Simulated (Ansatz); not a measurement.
# H7SSi2: the cost of one run

Computed with Ansatz 0.2.0, Gaussian basis. Level: PBE0-D4, def2-SVP first, then def2-TZVP.

152 further runs of the same task are left out: 152 set aside as unsound or not needed. Runs told in other sessions of the task aren't counted.

## Step 1: The system as given

The guess: 10 atoms, charge 0, spin multiplicity 2.

Atoms are counted from 1 here; the program's logs count them from 0.

Bond lengths: Si2–Si3 2.304 Å, Si2–H5 1.466 Å, Si2–H6 1.464 Å, Si3–H7 1.468 Å, Si3–H8 1.464 Å, Si3–H9 1.463 Å, S4–H10 1.327 Å. Angles: Si3–Si2–H5 120.1°, Si3–Si2–H6 119.5°, H5–Si2–H6 105.5°, Si2–Si3–H7 111.8°, Si2–Si3–H8 110.2°, Si2–Si3–H9 110.8°, H7–Si3–H8 107.4°, H7–Si3–H9 107.6°, H8–Si3–H9 109.0°.

As a file:

```csv
atom,x (Å),y (Å),z (Å)
H1,-0.95610,-0.57620,-0.96770
Si2,0.14030,0.87300,-0.52620
Si3,1.17990,0.12160,1.38780
S4,-1.95160,-2.04710,-1.21860
H5,-0.79820,1.99750,-0.46030
H6,0.93310,1.09490,-1.73720
H7,2.30900,0.98000,1.76710
H8,0.23760,0.11940,2.50770
H9,1.69870,-1.23320,1.19950
H10,-2.79280,-1.33000,-1.95210
```

Distances that are to change: H1–S4 1.79 Å, H1–Si2 1.87 Å.

## Step 2: Relaxing the guess with the reacting distances held

hold/in.yaml reads:

```yaml
crystal:
  periodic: [false, false, false]
  atoms:
    - {symbol: H, position_ang: [-0.956100, -0.576200, -0.967700]}
    - {symbol: Si, position_ang: [0.140300, 0.873000, -0.526200]}
    - {symbol: Si, position_ang: [1.179900, 0.121600, 1.387800]}
    - {symbol: S, position_ang: [-1.951600, -2.047100, -1.218600]}
    - {symbol: H, position_ang: [-0.798200, 1.997500, -0.460300]}
    - {symbol: H, position_ang: [0.933100, 1.094900, -1.737200]}
    - {symbol: H, position_ang: [2.309000, 0.980000, 1.767100]}
    - {symbol: H, position_ang: [0.237600, 0.119400, 2.507700]}
    - {symbol: H, position_ang: [1.698700, -1.233200, 1.199500]}
    - {symbol: H, position_ang: [-2.792800, -1.330000, -1.952100]}
basis:
  gaussian: {orbitals: def2-SVP}
magnetization: {spin_polarized: true, initial_magnetization: 1}
hamiltonian: {xc: pbe0, dispersion: d4}
relax: {f_tol: 0.04, max_steps: 150, escape_saddle: false, constraints: [{distance: [0, 3]}, {distance: [0, 1]}]}
```

Command:

```
> ansatz run in.yaml --threads 4 --pin off --events-out ev --progress --plain --max-ram 9574MiB
```

**Question.** How long does this run take on 4 threads of Arm Neoverse V1, shared host?

About 26 s.
